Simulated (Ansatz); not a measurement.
# BFH₄Si: one species, many methods

How much do the methods differ for BFH₄Si? The plan is to run it at one geometry with functionals of several rungs and with coupled cluster. The yardstick is the atomisation energy at the CCSD(T) limit.

Computed with Ansatz 0.2.0, Gaussian basis. Level: functionals in def2-TZVPP, the program's frozen cores in correlated methods.

Plan: LDA (SPW92), PBE-D4, revPBE-D4, BLYP-D4, r2SCAN-D4, B97M-V, PBE0-D4, B3LYP-D4, r2SCANh-D4, r2SCAN0-D4, HSE06-D4, BHLYP-D4, CAM-B3LYP-D4, LC-ωPBE, ωB97X-V, ωB97M-V, B2PLYP, PBE-QIDH; CCSD(T)/def2-SVP; CCSD(T)/def2-TZVPP; MP2/def2-QZVPP; extrapolation to the limit; RPA on PBE.

## 1. The relaxed structure

The geometry comes from an earlier relaxation with PBE0-D4 in a triple-zeta def2 set; it is a stationary point, not always the lowest conformer.

SMILES `FB[SiH3]`, 7 atoms, charge 0, spin multiplicity 1.

Atoms are counted from 1 here; the program's logs count them from 0.

Bond lengths: F1–B2 1.321 Å, B2–Si3 2.035 Å, B2–H4 1.203 Å, Si3–H5 1.490 Å, Si3–H6 1.490 Å, Si3–H7 1.487 Å. Angles: F1–B2–Si3 121.0°, F1–B2–H4 116.1°, Si3–B2–H4 122.9°, B2–Si3–H5 109.0°, B2–Si3–H6 108.5°, B2–Si3–H7 113.6°, H5–Si3–H6 107.5°, H5–Si3–H7 109.1°, H6–Si3–H7 109.0°.

## 2. LDA

This LDA is Slater exchange with PW92 correlation.

The input, in.yaml:

```yaml
crystal:
  periodic: [false, false, false]
  atoms:
    - {symbol: F, position_ang: [-1.379360, -1.601490, 0.571835]}
    - {symbol: B, position_ang: [-0.186705, -1.168652, 0.203956]}
    - {symbol: Si, position_ang: [0.146327, 0.805583, -0.161060]}
    - {symbol: H, position_ang: [0.673357, -2.004851, 0.107287]}
    - {symbol: H, position_ang: [0.733069, 0.954536, -1.522334]}
    - {symbol: H, position_ang: [1.152897, 1.303845, 0.818775]}
    - {symbol: H, position_ang: [-1.078384, 1.642930, -0.064158]}
basis:
  gaussian: {orbitals: def2-TZVPP}
hamiltonian: {xc: lda}
output: {orbitals: {seedname: orbitals}}
```

After this run come: PBE-D4 (GGA); revPBE-D4 (GGA); BLYP-D4 (GGA); r2SCAN-D4 (meta-GGA); B97M-V (meta-GGA); PBE0-D4 (hybrid); B3LYP-D4 (hybrid); r2SCANh-D4 (hybrid); r2SCAN0-D4 (hybrid); HSE06-D4 (hybrid); BHLYP-D4 (hybrid); CAM-B3LYP-D4 (range-separated); LC-ωPBE-D4 (range-separated); ωB97X-V (range-separated); ωB97M-V (range-separated); B2PLYP (double hybrid); PBE-QIDH (double hybrid); CCSD(T) in def2-SVP; CCSD(T) in def2-TZVPP; MP2 in def2-QZVPP; RPA on PBE orbitals.

Before running them: what should the planned runs give, taken together? Wanted: atomisation energy, CCSD(T)/CBS; farthest beyond LDA; mean size of error, GGA; mean size of error, meta-GGA; mean size of error, hybrid; mean size of error, range-separated; mean size of error, double hybrid; gap, smallest and largest; T1 diagnostic.

**Answer**, as computed:

```
                               quantity                                                    value
        atomisation energy, CCSD(T)/CBS                                            2291.4 kJ/mol
 functionals within 11.5 kJ/mol (0.5 %)  PBE-D4, BLYP-D4, B3LYP-D4, r2SCANh-D4, LC-ωPBE, ωB97M-V
                    farthest beyond LDA                                 revPBE-D4 (-36.7 kJ/mol)
                mean size of error, GGA                                              16.7 kJ/mol
           mean size of error, meta-GGA                                              14.5 kJ/mol
             mean size of error, hybrid                                              14.3 kJ/mol
    mean size of error, range-separated                                              14.4 kJ/mol
      mean size of error, double hybrid                                              17.0 kJ/mol
              gap, smallest and largest                3.95 eV (LDA (SPW92)), 11.52 eV (LC-ωPBE)
                          T1 diagnostic                                                   0.0142
triples share of the correlation energy                                                    2.9 %
```

The LDA atomisation energy is off by 271.6 kJ/mol (12 %): it overbinds. PBE-D4 misses by +8.8 kJ/mol. Double hybrids carry the basis error of their MP2 part in triple zeta, and no dispersion term here, so their miss is partly the set-up's. By mean error the best rung here is hybrid (14.3 kJ/mol) and the worst beyond LDA is double hybrid (17.0 kJ/mol). The gap between the best rungs is small, so their order is not settled. The reference freezes the cores and leaves out relativity and excitations past (T), so misses under about 11.5 kJ/mol can't be ranked. Hartree-Fock recovers 78 % of the binding; the rest is correlation. CCSD(T) in def2-SVP is off by -113.2 kJ/mol, which most functionals beat. The gap grows from 3.9 to 11.5 eV across the functionals, mostly with the share of exact exchange.
